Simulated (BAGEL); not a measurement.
# triplet CH8Si2 at 5 levels

Wanted: a comparison of 5 runs (UHF/STO-3G, UHF/3-21G, ROHF/6-31G*, UHF/6-31G*, ROHF/def2-SVP) of triplet CH8Si2. 

The results are computed with BAGEL 1.2.2.

1 further run of the same task is left out (set aside as unsound or not needed).

## (1) The molecule

CH8Si2 has 11 atoms, charge 0, and is taken as a triplet. SMILES of the parent species: `[SiH3]C[SiH3]`. Geometry: relaxed at PBE0-D4/def2-TZVP. That shape belongs to the parent species and isn't relaxed for this state.

Bond lengths: Si1–C2 1.872 Å, C2–Si3 1.872 Å, Si1–H4 1.488 Å, Si1–H5 1.487 Å, Si1–H6 1.487 Å, C2–H7 1.095 Å, C2–H8 1.095 Å, Si3–H9 1.487 Å, Si3–H10 1.487 Å, Si3–H11 1.488 Å. Some angles: Si1–C2–Si3 114.4°, Si1–C2–H7 108.8°, Si1–C2–H8 108.8°, Si3–C2–H7 108.8°, Si3–C2–H8 108.8°, C2–Si1–H4 111.1°, C2–Si1–H5 110.2°, C2–Si1–H6 110.2°, C2–Si3–H9 110.2°, C2–Si3–H10 110.2°.

## (2) A single-point energy at UHF/STO-3G (density fitting with cc-pvqz-jkfit) (run 1)

Contents of input.json:

```json
{ "bagel": [

{
  "title": "molecule",
  "basis": "sto-3g",
  "df_basis": "cc-pvqz-jkfit",
  "angstrom": "true",
  "geometry": [
    { "atom": "Si", "xyz": [      -1.158980,       1.034720,      -0.344660 ] },
    { "atom": "C", "xyz": [      -0.286340,      -0.621440,      -0.365590 ] },
    { "atom": "Si", "xyz": [       1.335180,      -0.652340,       0.569590 ] },
    { "atom": "H", "xyz": [      -2.435800,       0.976800,      -1.106490 ] },
    { "atom": "H", "xyz": [      -0.293510,       2.078920,      -0.955560 ] },
    { "atom": "H", "xyz": [      -1.463790,       1.436810,       1.054620 ] },
    { "atom": "H", "xyz": [      -0.954100,      -1.377620,       0.060730 ] },
    { "atom": "H", "xyz": [      -0.099440,      -0.908830,      -1.405770 ] },
    { "atom": "H", "xyz": [       1.110650,      -0.304370,       1.998260 ] },
    { "atom": "H", "xyz": [       2.282060,       0.336720,      -0.011600 ] },
    { "atom": "H", "xyz": [       1.964060,      -1.999380,       0.506460 ] }
  ]
},

{
  "title": "uhf",
  "nopen": 2
},

{
  "title": "print",
  "file": "orbitals.molden",
  "orbitals": "true"
}

]}
```

Run with:

```sh
$ BAGEL_NUM_THREADS=1 BAGEL input.json > input.out
```

Log:

```text
* using 1 threads per process

  ===============================================================
  ===============================================================

  *** Geometry ***

  { "atom" : "Si", "xyz" : [     -2.190155,      1.955337,     -0.651313 ] },
  { "atom" : "C", "xyz" : [     -0.541104,     -1.174351,     -0.690865 ] },
  { "atom" : "Si", "xyz" : [      2.523125,     -1.232744,      1.076369 ] },
[... 7 lines of this table left out ...]
  { "atom" : "H", "xyz" : [      3.711535,     -3.778281,      0.957071 ] },

  Number of auxiliary basis functions:      810

  Since a DF basis is specified, we compute 2- and 3-index integrals:
    o Being stored without compression. Storage requirement is 0.006 GB

  Number of basis functions:       31
  Number of electrons      :       42

    * METHOD: MOLECULE                             0.66

  *** Open-shell HF ***

  === Nuclear Repulsion ===
   151.5299506615

      * DIIS with orbital gradients will be used.

  === UHF iteration (sto-3g) ===
      0       -612.73846619          0.01435619           0.10
      1       -612.79031935          0.00725628           0.08
      2       -612.80488313          0.00250747           0.08
[... 15 lines of this table left out ...]
     18       -612.81463877          0.00000001           0.07
    * SCF iteration converged.

    * S^2 (UHF) is 2.0164

    * Permanent dipole moment:
           (    0.154962,     0.336356,     0.197832) a.u.

    * METHOD: UHF                                  1.86

    * METHOD: PRINT                                0.00

  ===============================================================
```

Wall time 4.8 s (1 thread of Intel Xeon 6975P-C (Granite Rapids), shared host); peak memory 0.081 GiB.

## (3) The energy at UHF/3-21G (density fitting with cc-pvqz-jkfit) (run 2)

Contents of hf.json:

```json
{ "bagel" : [

{
  "title" : "molecule",
  "basis" : "3-21g",
  "df_basis" : "cc-pvqz-jkfit",
  "angstrom" : true,
  "geometry" : [
    { "atom" : "Si", "xyz" : [      -1.158980,       1.034720,      -0.344660 ] },
    { "atom" : "C", "xyz" : [      -0.286340,      -0.621440,      -0.365590 ] },
    { "atom" : "Si", "xyz" : [       1.335180,      -0.652340,       0.569590 ] },
    { "atom" : "H", "xyz" : [      -2.435800,       0.976800,      -1.106490 ] },
    { "atom" : "H", "xyz" : [      -0.293510,       2.078920,      -0.955560 ] },
    { "atom" : "H", "xyz" : [      -1.463790,       1.436810,       1.054620 ] },
    { "atom" : "H", "xyz" : [      -0.954100,      -1.377620,       0.060730 ] },
    { "atom" : "H", "xyz" : [      -0.099440,      -0.908830,      -1.405770 ] },
    { "atom" : "H", "xyz" : [       1.110650,      -0.304370,       1.998260 ] },
    { "atom" : "H", "xyz" : [       2.282060,       0.336720,      -0.011600 ] },
    { "atom" : "H", "xyz" : [       1.964060,      -1.999380,       0.506460 ] }
  ]
},

{
  "title" : "uhf",
  "nopen" : 2
},

{
  "title" : "print",
  "file" : "orbitals.molden",
  "orbitals" : true
}

]}
```

Run with:

```sh
$ BAGEL_NUM_THREADS=1 BAGEL hf.json > hf.out
```

Log:

```text
* using 1 threads per process

  ===============================================================
  ===============================================================

  *** Geometry ***

  { "atom" : "Si", "xyz" : [     -2.190155,      1.955337,     -0.651313 ] },
  { "atom" : "C", "xyz" : [     -0.541104,     -1.174351,     -0.690865 ] },
  { "atom" : "Si", "xyz" : [      2.523125,     -1.232744,      1.076369 ] },
[... 7 lines of this table left out ...]
  { "atom" : "H", "xyz" : [      3.711535,     -3.778281,      0.957071 ] },

  Number of auxiliary basis functions:      810

  Since a DF basis is specified, we compute 2- and 3-index integrals:
    o Being stored without compression. Storage requirement is 0.017 GB

  Number of basis functions:       51
  Number of electrons      :       42

    * METHOD: MOLECULE                             0.62

  *** Open-shell HF ***

  === Nuclear Repulsion ===
   151.5299506615

      * DIIS with orbital gradients will be used.

  === UHF iteration (3-21g) ===
      0       -616.67030686          0.02375263           0.20
      1       -616.73285084          0.01090359           0.23
      2       -616.74646672          0.00586169           0.24
[... 28 lines of this table left out ...]
     31       -616.75683216          0.00000001           0.13
    * SCF iteration converged.

    * S^2 (UHF) is 2.0153

    * Permanent dipole moment:
           (    0.306752,     0.666520,     0.391760) a.u.

    * METHOD: UHF                                  5.81

    * METHOD: PRINT                                0.01

  ===============================================================
```

It took 8.7 s on 1 thread of Intel Xeon 6975P-C (Granite Rapids), shared host; peak memory 0.11 GiB.

Runs 3 to 4 aren't shown in full; the table further down has their settings and results.

## (4) The energy at ROHF/def2-SVP (density fitting with cc-pvqz-jkfit) (run 5)

Contents of calc.json:

```json
{ "bagel": [

{
  "title": "molecule",
  "basis": "svp",
  "df_basis": "cc-pvqz-jkfit",
  "angstrom": "true",
  "geometry": [
    { "atom": "Si", "xyz": [      -1.158980,       1.034720,      -0.344660 ] },
    { "atom": "C", "xyz": [      -0.286340,      -0.621440,      -0.365590 ] },
    { "atom": "Si", "xyz": [       1.335180,      -0.652340,       0.569590 ] },
    { "atom": "H", "xyz": [      -2.435800,       0.976800,      -1.106490 ] },
    { "atom": "H", "xyz": [      -0.293510,       2.078920,      -0.955560 ] },
    { "atom": "H", "xyz": [      -1.463790,       1.436810,       1.054620 ] },
    { "atom": "H", "xyz": [      -0.954100,      -1.377620,       0.060730 ] },
    { "atom": "H", "xyz": [      -0.099440,      -0.908830,      -1.405770 ] },
    { "atom": "H", "xyz": [       1.110650,      -0.304370,       1.998260 ] },
    { "atom": "H", "xyz": [       2.282060,       0.336720,      -0.011600 ] },
    { "atom": "H", "xyz": [       1.964060,      -1.999380,       0.506460 ] }
  ]
},

{
  "title": "rohf",
  "nopen": 2
},

{
  "title": "print",
  "file": "orbitals.molden",
  "orbitals": "true"
}

]}
```

Run with:

```sh
$ BAGEL_NUM_THREADS=1 BAGEL calc.json > calc.out
```

Log:

```text
* using 1 threads per process

  ===============================================================
  ===============================================================

  *** Geometry ***

  { "atom" : "Si", "xyz" : [     -2.190155,      1.955337,     -0.651313 ] },
  { "atom" : "C", "xyz" : [     -0.541104,     -1.174351,     -0.690865 ] },
  { "atom" : "Si", "xyz" : [      2.523125,     -1.232744,      1.076369 ] },
[... 7 lines of this table left out ...]
  { "atom" : "H", "xyz" : [      3.711535,     -3.778281,      0.957071 ] },

  Number of auxiliary basis functions:      810

  Since a DF basis is specified, we compute 2- and 3-index integrals:
    o Being stored without compression. Storage requirement is 0.052 GB

  Number of basis functions:       90
  Number of electrons      :       42

    * METHOD: MOLECULE                             0.95

  *** Open-shell HF ***

  === Nuclear Repulsion ===
   151.5299506615

      * DIIS with orbital gradients will be used.

  === ROHF iteration (svp) ===
      0       -619.70091849          0.02215351           0.37
      1       -619.79770597          0.01489182           0.45
      2       -619.82667123          0.00824883           0.39
[... 56 lines of this table left out ...]
     59       -619.85807850          0.00000000           0.35
    * SCF iteration converged.

    * S^2 (ROHF) is 2.0000

    * Permanent dipole moment:
           (    0.155217,     0.337295,     0.198264) a.u.

    * METHOD: ROHF                                19.15

    * METHOD: PRINT                                0.02

  ===============================================================
```

Run time: 23 s. Hardware: 1 thread of Intel Xeon 6975P-C (Granite Rapids), shared host; peak memory 0.18 GiB.

## (5) Overview of the runs

```csv
run,level,energy (Eh),dipole moment (D),⟨S²⟩,wall time
1,UHF/STO-3G (density fitting with cc-pvqz-jkfit),-612.814639,1.07,2.016,4.8 s
2,UHF/3-21G (density fitting with cc-pvqz-jkfit),-616.756832,2.11,2.015,8.7 s
3,"ROHF/6-31G* (density fitting with cc-pvqz-jkfit, spherical functions)",-620.033053,1.99,2.000,9.9 s
4,"UHF/6-31G* (density fitting with cc-pvqz-jkfit, spherical functions)",-620.038717,1.99,2.017,11 s
5,ROHF/def2-SVP (density fitting with cc-pvqz-jkfit),-619.858079,1.07,2.000,23 s
```

## (6) Summary of results

```
            quantity          value
 run 5: total energy  -619.85808 Eh
run 5: dipole moment         1.07 D
         run 5: ⟨S²⟩          2.000
```

**Reading.** The dipole moment (its size) runs from 1.07 D (UHF/STO-3G) to 2.11 D (UHF/3-21G). In run 1 the basis is minimal, so the values are rough. All runs together took 56 s, the longest 23 s.
